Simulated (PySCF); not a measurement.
**Gas-phase thermal properties of Al(CH3)F2**

Method: PySCF energies plus ideal-gas RRHO corrections (1 bar). 6-31G* has spherical d functions here. All species are closed-shell singlets. B3LYP is the form with VWN-RPA correlation. Methyl groups turn as free rotors in Al(CH3)F2. Al(CH3)F2: computed as isolated molecules; such fragments, hydroxides, amides, oligomers or adducts are transient or little studied in the gas. The harmonic model lacks anharmonicity and excited electronic states, which grow with temperature; levels with a mode under 35 cm⁻¹ are left out.

| level | point group | σ | ZPE (kJ/mol) | S°298 (J/mol/K) | Cp298 (J/mol/K) | S°1000 (J/mol/K) | H1000 − H298 (kJ/mol) |
|---|---|---|---|---|---|---|---|
| B3LYP/6-31G* | C2v | 2 | 108.1 | 309.1 | 76.6 | 430.6 | 73.7 |
| HF/6-31G* | C2v | 2 | 114.0 | 306.8 | 74.5 | 425.5 | 72.1 |
| PBE/def2-SVP | C2v | 2 | 103.9 | 311.5 | 78.6 | 435.6 | 75.2 |
| PBE0/def2-TZVP | C2v | 2 | 106.8 | 310.0 | 77.5 | 432.6 | 74.4 |
σ: rotational symmetry number. Electronic degeneracy used: 1. Frequencies are unscaled.
